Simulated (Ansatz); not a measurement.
Input for Ansatz (development build ahead of 0.2.0):

```yaml
crystal:
  periodic: [false, false, false]
  atoms:
    - { symbol: H, position_ang: [0.0, 0.26024, -1.3237] }
    - { symbol: Si, position_ang: [0.0, -0.52157, -0.00127] }
    - { symbol: O, position_ang: [0.0, 0.26133, 1.32496] }
basis:
  gaussian: { orbitals: def2-SVP }
magnetization:
  spin_polarized: true
  initial_magnetization: 1
hamiltonian:
  xc: hf
correlation:
  method: mp2
  frozen_orbitals: { H: 0, O: 1, Si: 5 }
```

The input is written out in the form of the current development build from the run's settings.

Results

```
Converged                                                          : yes
Reference energy                                                   : -364.16069 hartree
Correlation energy                                                 : -0.27352 hartree
Total energy                                                       : -364.43421 hartree
Spin squared of the determinant                                    : 0.774
Stability test                                                     : minimum
Occupied orbitals by symmetry in an Abelian subgroup (alpha; beta) : 10 A' 2 A''; 9 A' 2 A''
```

Messages of the program:
```
mean field -9909.31712794 eV, -364.1606876755 hartree, gradient 3.9e-6 eV, S^2 0.774261; 7 other ends of a descent, 0 dependent functions left out
```
